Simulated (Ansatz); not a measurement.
# CH2N+ (SMILES C#[NH+]): one structure at several levels

One table from this session's results is given with a row withheld; the runs are named, their logs left out.

Computed with Ansatz 0.2.0, Gaussian basis. Level: single points in def2-TZVPP.

Correlated methods freeze the cores.

## Starting geometry

SMILES `C#[NH+]`, 4 atoms, charge 1, spin multiplicity 1.

Atoms are counted from 1 here; the program's logs count them from 0.

Bond lengths: C1–N2 1.257 Å, C1–H3 1.142 Å, N2–H4 0.837 Å. Angles: N2–C1–H3 176.8°, C1–N2–H4 176.3°.

As a file:

```xyz
4
CH2N
C    -0.41470   -0.22800    0.33210
N     0.47670    0.39430   -0.29850
H    -1.18180   -0.80400    0.95220
H     1.05430    0.78220   -0.76300
```

Set-up of the first run:

Input file run/in.yaml:

```yaml
crystal:
  periodic: [false, false, false]
  atoms:
    - {symbol: C, position_ang: [-0.414700, -0.228000, 0.332100]}
    - {symbol: N, position_ang: [0.476700, 0.394300, -0.298500]}
    - {symbol: H, position_ang: [-1.181800, -0.804000, 0.952200]}
    - {symbol: H, position_ang: [1.054300, 0.782200, -0.763000]}
basis:
  gaussian: {orbitals: def2-TZVPP}
total_charge: 1
correlation: {method: ccsd_t}
output: {forces: true}
```

No record of the launch command was kept for these runs.

Among the steps run: CCSD(T)/def2-TZVPP; PBE0-D4/def2-TZVPP; wB97M-V/def2-TZVPP; r2SCAN-D4/def2-TZVPP; PBE-D4/def2-TZVPP; CAM-B3LYP-D4/def2-TZVPP; r2SCANh-D4/def2-TZVPP.

One table of the session follows, with a row left open; its other results are not shown here.

| method | RMS force component (eV/Å) | angle to CCSD(T) forces (°) |
| --- | --- | --- |
| CCSD(T) | 8.883 | reference |
| PBE0-D4 | 9.503 | 2.8 |
| wB97M-V | 9.487 | 2.9 |
| r2SCAN-D4 | 9.299 | 2.1 |
| PBE-D4 | 9.061 | 0.8 |
| CAM-B3LYP-D4 | ? | ? |
| r2SCANh-D4 | 9.440 | 2.8 |

Estimate the missing values for CAM-B3LYP-D4.

As computed: RMS force component (eV/Å): 9.590; angle to CCSD(T) forces (°): 3.3. In the column «RMS force component (eV/Å)» it is the highest.
